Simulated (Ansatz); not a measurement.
## Worked example: HOC⁺, triplet against HOC, doublet

Geometry (PBE0/def2-TZVP stationary point of a doublet), kept for both states (HOC, doublet: A'; HOC⁺, triplet: A'):

| atom | x (Å) | y (Å) | z (Å) |
| --- | --- | --- | --- |
| O | 0.0000 | -0.1013 | 0.5002 |
| C | 0.0000 | 0.0736 | -0.7526 |
| H | 0.0000 | 0.7302 | 1.0271 |

Basis cc-pVDZ; Ansatz 0.2.0. Only valence electrons are correlated (noble-gas cores frozen). R marks a restricted (for open shells ROHF) determinant, U an unrestricted one.

Full CI isn't at hand for all of this; UCCSDTQ serves as the reference, and is uncertain by the last step of the cluster series or more.

```json
{"level": "UHF", "E(HOC, doublet) (hartree)": "-113.208158", "E(HOC⁺, triplet) (hartree)": "-112.809954"}
{"level": "UMP2", "E(HOC, doublet) (hartree)": "-113.481312", "E(HOC⁺, triplet) (hartree)": "-113.055273"}
{"level": "UCCSD(T)", "E(HOC, doublet) (hartree)": "-113.510069", "E(HOC⁺, triplet) (hartree)": "-113.078673"}
{"level": "PBE", "E(HOC, doublet) (hartree)": "-113.662917", "E(HOC⁺, triplet) (hartree)": "-113.223453"}
{"level": "PBE0", "E(HOC, doublet) (hartree)": "-113.665380", "E(HOC⁺, triplet) (hartree)": "-113.223629"}
{"level": "UCCSDTQ", "E(HOC, doublet) (hartree)": "-113.511412", "E(HOC⁺, triplet) (hartree)": "-113.080526"}
```

Question: Give the vertical gap, HOC⁺ triplet less HOC doublet, at each level in eV (1 hartree = 27.2114 eV), and each error against UCCSDTQ.

Answer: UCCSDTQ: (-113.080526 − (-113.511412)) × 27.2114 = 11.725 eV (the reference)
PBE0: (-113.223629 − (-113.665380)) × 27.2114 = 12.021 eV, error 0.296 eV
PBE: (-113.223453 − (-113.662917)) × 27.2114 = 11.958 eV, error 0.233 eV
UCCSD(T): (-113.078673 − (-113.510069)) × 27.2114 = 11.739 eV, error 0.014 eV
UMP2: (-113.055273 − (-113.481312)) × 27.2114 = 11.593 eV, error -0.132 eV
UHF: (-112.809954 − (-113.208158)) × 27.2114 = 10.836 eV, error -0.889 eV

Total energies of functionals can't be set beside those of wave-function methods, since they hold the core's correlation and their own absolute errors; only the differences compare.

In so small a basis the reference is far from its limit while semilocal and hybrid functionals are nearer theirs, so the functionals' errors here hold much of the reference's basis and frozen-core error, which can add to them or hide them.

Each level lands on the state that its own search finds. T1 diagnostics of restricted CCSD: 0.023 and 0.037.
